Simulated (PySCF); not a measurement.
hydrogen peroxide: 4 charge schemes on one density

Species: hydrogen peroxide, H₂O₂.
Numbering: `[OH:1][OH:2]` (hydrogens: H3 on O1; H4 on O2)

Structure used (PBE0-D3(BJ)/def2-TZVP), in Å, numbered top down from 1:
```xyz
4
H2O2 angstrom
O      0.586   -0.054    0.418
O     -0.567    0.010   -0.436
H      1.277    0.027   -0.248
H     -1.258   -0.009    0.234
```

Density: PBE0/pcSseg-2 (PySCF); schemes: Mulliken, IAO, Hirshfeld and ESP-fitted. Isolated species at its PBE0-D3(BJ)/def2-TZVP geometry, gas phase.

Task: Atoms with like bonding are taken together and averaged. For which atoms does the sign change between the 4 schemes (beyond +0.03 e in one, beyond −0.03 e in another)?

Result: For none.

Task: At which atom do the 4 schemes differ most?

Result: At O1/O2 and H3/H4: from -0.466 (ESP-fitted) to -0.172 e (Hirshfeld), 0.294 e apart.

Task: Which atoms carry the highest charge in the Mulliken, IAO, Hirshfeld and ESP-fitted schemes?

Result: All schemes agree: Mulliken H3/H4 (+0.229); IAO H3/H4 (+0.392); Hirshfeld H3/H4 (+0.172); ESP-fitted H3/H4 (+0.466).

Task: Give the atomic charges in each scheme.

Result: In e; atoms taken as equivalent share a row and are averaged (×n: the atom named and its like, n in all):

| atom | environment | Mulliken | IAO | Hirshfeld | ESP-fitted |
| --- | --- | --- | --- | --- | --- |
| O1/O2 | peroxide oxygen | -0.229 | -0.392 | -0.172 | -0.466 |
| H3/H4 | hydroxyl hydrogen | +0.229 | +0.392 | +0.172 | +0.466 |

Mean size of the charges over all atoms: ESP-fitted 0.466 e, IAO 0.392 e, Mulliken 0.229 e, Hirshfeld 0.172 e. Each set sums to the total charge, 0, to within 0.001 e. The IAO scheme counts the electrons in orthogonalised intrinsic atomic orbitals, a minimal basis polarised so that it spans the occupied orbitals exactly. The Hirshfeld scheme weights the molecular density at each point by an atom's share of the summed free-atom densities.

Task: Sum the charges by element.

Result: 
```json
{"element": "O", "atoms": "2", "Mulliken": "-0.458", "IAO": "-0.785", "Hirshfeld": "-0.345", "ESP-fitted": "-0.931"}
{"element": "H", "atoms": "2", "Mulliken": "+0.458", "IAO": "+0.785", "Hirshfeld": "+0.345", "ESP-fitted": "+0.931"}
```

Task: How many electrons does the Mulliken scheme count on O2?

Result: Its own charge is -0.229 e, so Z − q = 8.229.

The run behind these numbers computed NMR shieldings as well. Time: 2.3 s of wall time; peak memory 0.35 GiB. Hardware: one thread of an AMD EPYC 7R43, on a shared host.
